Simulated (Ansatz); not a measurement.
# BPH₂ (singlet): PBE, r2SCAN, PBE0, B3LYP, wB97M-V, B2PLYP, RPA-PBE over vertical spin and charge gaps, 6-31G

How well do these functionals follow the top wave-function level for BPH₂ (singlet) over vertical spin and charge gaps?

Program: Ansatz 0.2.0, Gaussian basis. Level of theory: 6-31G, all electrons in the functionals, frozen cores in the correlation of double hybrids and RPA. These are calculated values, not measurements.

To be run: PBE, r2SCAN, PBE0, B3LYP, wB97M-V, B2PLYP, RPA-PBE, at charge 0, singlet; charge 0, triplet; charge 1, doublet.

4 further runs of the same task are left out: 4 set aside as unsound or not needed.

## 1. The geometry

The geometry is a PBE0/def2-TZVP stationary point (not a proven minimum).

4 atoms, charge 0, spin multiplicity 1.

Atoms are counted from 1 here; the program's logs count them from 0.

Bond lengths: B1–P2 1.735 Å, B1–H3 1.204 Å, B1–H4 1.204 Å. Angles: P2–B1–H3 120.2°, P2–B1–H4 120.2°, H3–B1–H4 119.5°.

No dispersion term is added; wB97M-V holds VV10 nonlocal correlation. B3LYP takes the VWN-RPA correlation.

The geometry shown and the zero of energy belong to the point charge 0, singlet. The yardstick, FCI, and other wave-function levels (R restricted, U unrestricted, valence and pair active spaces) come from earlier runs.

## 2. PBE, charge 0, singlet

The input, in.yaml:

```yaml
crystal:
  periodic: [false, false, false]
  atoms:
    - {symbol: B, position_ang: [0.000000, 0.000000, 1.199314]}
    - {symbol: P, position_ang: [0.000000, 0.000000, -0.536099]}
    - {symbol: H, position_ang: [0.000000, 1.039861, 1.805269]}
    - {symbol: H, position_ang: [0.000000, -1.039862, 1.805269]}
basis:
  gaussian: {orbitals: 6-31G}
magnetization: {spin_polarized: true, initial_magnetization: 0}
hamiltonian: {xc: {name: PBE}}
output: {orbitals: {seedname: orbitals}}
```

The run is started by

```sh
> ansatz run in.yaml --threads 1 --pin off --events-out ev --progress --plain --max-ram 2816MiB --backend cpu
```

After this run come: PBE, charge 0, triplet; PBE, charge 1, doublet; r2SCAN, charge 0, singlet; r2SCAN, charge 0, triplet; r2SCAN, charge 1, doublet; PBE0, charge 0, singlet; PBE0, charge 0, triplet; PBE0, charge 1, doublet; B3LYP, charge 0, singlet; B3LYP, charge 0, triplet; B3LYP, charge 1, doublet; wB97M-V, charge 0, singlet; wB97M-V, charge 0, triplet; wB97M-V, charge 1, doublet; B2PLYP, charge 0, singlet; B2PLYP, charge 0, triplet; B2PLYP, charge 1, doublet; RPA-PBE, charge 0, singlet; RPA-PBE, charge 0, triplet; RPA-PBE, charge 1, doublet.

**Question.** What will the summary of the whole plan be? Wanted: singlet to triplet, FCI; ionisation to the doublet cation, FCI; largest miss, PBE; largest miss, r2SCAN; largest miss, PBE0; largest miss, B3LYP; largest miss, wB97M-V; largest miss, B2PLYP; largest miss, RPA-PBE.

The runs gave:

| quantity | value |
| --- | --- |
| singlet to triplet, FCI | 9.2 kcal/mol |
| ionisation to the doublet cation, FCI | 209.7 kcal/mol |
| largest miss, PBE | +10.6 kcal/mol (ionisation to the doublet cation) |
| largest miss, r2SCAN | +12.1 kcal/mol (ionisation to the doublet cation) |
| largest miss, PBE0 | +11.2 kcal/mol (ionisation to the doublet cation) |
| largest miss, B3LYP | +10.9 kcal/mol (ionisation to the doublet cation) |
| largest miss, wB97M-V | +9.9 kcal/mol (ionisation to the doublet cation) |
| largest miss, B2PLYP | +5.4 kcal/mol (ionisation to the doublet cation) |
| largest miss, RPA-PBE | +2.1 kcal/mol (singlet to triplet) |
| largest miss, RCCSD(T) | -0.3 kcal/mol (singlet to triplet) |
| largest miss, UCCSD(T) | -0.3 kcal/mol (singlet to triplet) |

In words: Of the functionals, RPA-PBE and NEVPT2 valence keep the smallest largest miss at the points compared (at most 2.1 kcal/mol) and r2SCAN strays most (12.1 kcal/mol, at ionisation to the doublet cation). r2SCAN, B2PLYP clearly break the spin symmetry at some points (⟨S²⟩ up to 0.39 above the pure value), so energy there is bought with a mixed spin. Functionals and the yardstick converge differently with the basis, so part of each miss in 6-31G is the basis.
